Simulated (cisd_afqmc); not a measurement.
Input (AFQMC/CISD/aug-cc-pVDZ; cisd_afqmc is a phaseless AFQMC code with CISD trial states that reads the integrals written by Ansatz):

Ansatz 0.2 input:
```python
import cisd_afqmc

open("ham.yaml", "w").write("""\
crystal:
  periodic: [false, false, false]
  atoms:
    - {symbol: F, position_ang: [-0.00000000, -0.00000000, -0.69760205]}
    - {symbol: F, position_ang: [0.00000000, 0.00000000, 0.69760205]}
basis:
  gaussian:
    orbitals: aug-cc-pVDZ
magnetization: {spin_polarized: false}
correlation: {method: ccsd, electrons: outside_noble_gas, hamiltonian_folder: ham}
""")
rep = cisd_afqmc.ansatz("ham.yaml")
e_ccsd = rep["correlation"]["coupled_cluster"]["energy"]["hartree"]
out = cisd_afqmc.run("ham", e_ccsd, trial="CISD", walkers=200, populations=8, threads=8, dt=0.005, steps=40, early=24, settle=10, least=32,
    cut=5e-5, rank_cut=2e-4, target=0.0004, seconds=1500, seed=1, memory=17280, gpu=False)
```

Output:

```
orbitals 44, occupied [7], factors 225 of 420, rank of the doubles 140 of 259
E(HF) = -198.700497
E(CCSD) on the cut factors = -199.133741, shift to the whole factors -0.000006
Energy of the trial state on the determinant = -199.133815
  tau behind 7.2 of longer steps, mean of the populations' last blocks
   2.0  -199.14690
   4.0  -199.14653
   6.0  -199.14807
   8.0  -199.14658
  10.0  -199.14742
blocks 375 (0 outliers left out), error by blocks joined: 1: 0.00024, 2: 0.00027, 4: 0.00031, 8: 0.00036, 16: 0.00038
E(AFQMC/CISD) = -199.14719 +/- 0.00038
```
